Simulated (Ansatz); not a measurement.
Computed with B3LYP-D3(BJ)/def2-TZVP run with Ansatz (a quantum-chemistry and plane-wave program). No frequencies were computed at this level.

Ansatz 0.2 input:
```yaml
crystal:
  periodic: [false, false, false]
  atoms:
    - { symbol: C, position_ang: [1.287711, -0.071693, -0.098783] }
    - { symbol: C, position_ang: [0.000031, 0.000009, 0.00051] }
    - { symbol: C, position_ang: [-1.2877, 0.071731, 0.098874] }
    - { symbol: H, position_ang: [1.82474, 0.429748, -0.887741] }
    - { symbol: H, position_ang: [1.880208, -0.636165, 0.603091] }
    - { symbol: H, position_ang: [-1.934348, -0.640954, -0.387102] }
    - { symbol: H, position_ang: [-1.770643, 0.847325, 0.671151] }
basis:
  gaussian: { orbitals: def2-tzvp }
hamiltonian:
  xc: b3lyp
  dispersion: d3bj
relax:
  max_steps: 150
```

Output:

```
Functional definition: B3LYP
716 factors; their error is unknown
mean field evaluation 1: about -3168.7310 eV, gradient 5.4e1 eV
mean field evaluation 2: about -3167.6714 eV, gradient 5.6e1 eV
mean field evaluation 4: about -3175.7384 eV, gradient 5.0e0 eV
mean field evaluation 8: about -3175.7959 eV, gradient 2.0e-2 eV
mean field evaluation 16: about -3175.7882 eV, gradient 4.1e-5 eV
mean field -3175.78819682 eV, -116.7080636067 hartree, gradient 4.1e-5 eV, S^2 0.000000; 0 other end points of the search recorded, 0 dependent functions left out
reference -3175.78841264 eV, -116.7080715377 hartree; 11, 11 occupied and 106, 106 virtual orbitals, 716 factors
relax step   1: F+E_penalty+E_count = -3175.94923283 eV  Δ(F+E_penalty+E_count) = +0.000e0 eV  max|allowed force component| = 2.982e-1 eV/Å  Δτ_max = 0.0000 Å  (26 SCF iters, accepted)
these checks for a lower state are left out or cut short: starts, cluster_reference, orbital_swaps, neighbouring_geometries, increment
716 factors; their error is unknown
mean field -3175.79425078 eV, -116.7082860854 hartree, gradient 6.2e-6 eV, S^2 0.000000; 0 other end points of the search recorded, 0 dependent functions left out
reference -3175.79446702 eV, -116.7082940321 hartree; 11, 11 occupied and 106, 106 virtual orbitals, 716 factors
relax step   2: F+E_penalty+E_count = -3175.95496102 eV  Δ(F+E_penalty+E_count) = -5.728e-3 eV  max|allowed force component| = 8.834e-2 eV/Å  Δτ_max = 0.0075 Å  (31 SCF iters, accepted)
these checks for a lower state are left out or cut short: starts, cluster_reference, orbital_swaps, neighbouring_geometries, increment
716 factors; their error is unknown
mean field -3175.79474833 eV, -116.7083043700 hartree, gradient 6.2e-6 eV, S^2 0.000000; 0 other end points of the search recorded, 0 dependent functions left out
reference -3175.79496456 eV, -116.7083123166 hartree; 11, 11 occupied and 106, 106 virtual orbitals, 716 factors
relax step   3: F+E_penalty+E_count = -3175.95549799 eV  Δ(F+E_penalty+E_count) = -5.370e-4 eV  max|allowed force component| = 2.977e-2 eV/Å  Δτ_max = 0.0042 Å  (31 SCF iters, accepted)
these checks for a lower state are left out or cut short: starts, cluster_reference, orbital_swaps, neighbouring_geometries, increment
716 factors; their error is unknown
mean field evaluation 32: about -3175.7988 eV, gradient 2.0e-3 eV
mean field -3175.79335823 eV, -116.7082532849 hartree, gradient 6.3e-6 eV, S^2 0.000000; 0 other end points of the search recorded, 0 dependent functions left out
reference -3175.79357484 eV, -116.7082612451 hartree; 11, 11 occupied and 106, 106 virtual orbitals, 716 factors
relax step   4: F+E_penalty+E_count = -3175.95377944 eV  Δ(F+E_penalty+E_count) = +1.719e-3 eV  max|allowed force component| = 1.358e-1 eV/Å  Δτ_max = 0.0145 Å  (31 SCF iters, rejected (line search))
these checks for a lower state are left out or cut short: starts, cluster_reference, orbital_swaps, neighbouring_geometries, increment
716 factors; their error is unknown
mean field -3175.79492813 eV, -116.7083109776 hartree, gradient 6.3e-6 eV, S^2 0.000000; 0 other end points of the search recorded, 0 dependent functions left out
reference -3175.79514446 eV, -116.7083189276 hartree; 11, 11 occupied and 106, 106 virtual orbitals, 716 factors
relax step   5: F+E_penalty+E_count = -3175.95561966 eV  Δ(F+E_penalty+E_count) = -1.217e-4 eV  max|allowed force component| = 2.756e-3 eV/Å  Δτ_max = 0.0016 Å  (32 SCF iters, accepted)
716 factors; their error is unknown
mean field evaluation 64: about -3175.7949 eV, gradient 5.9e-4 eV
mean field -3175.79492813 eV, -116.7083109776 hartree, gradient 6.3e-6 eV, S^2 0.000000; 1 other end points of the search recorded, 0 dependent functions left out
reference -3175.79514446 eV, -116.7083189276 hartree; 11, 11 occupied and 106, 106 virtual orbitals, 716 factors
Total energy: -3175.95583599 eV, -116.7142242325 hartree
Atom 0 at     1.294307    -0.072065    -0.099355 Å, force     0.002755    -0.000115    -0.000210 eV/Å
Atom 1 at    -0.000005    -0.000014    -0.000052 Å, force     0.000026     0.000083     0.000180 eV/Å
Atom 2 at    -1.294310     0.072061     0.099332 Å, force    -0.002756     0.000051     0.000178 eV/Å
Atom 3 at     1.827069     0.435269    -0.895474 Å, force    -0.000513    -0.000510     0.000615 eV/Å
Atom 4 at     1.882652    -0.641794     0.610778 Å, force    -0.000515     0.000501    -0.000617 eV/Å
Atom 5 at    -1.937780    -0.648635    -0.392168 Å, force     0.000576     0.000676     0.000344 eV/Å
Atom 6 at    -1.771934     0.855179     0.676939 Å, force     0.000427    -0.000686    -0.000489 eV/Å
Dipole moment:     0.000002     0.000005     0.000020 e Å
```

Cost: very roughly 8 core-seconds.
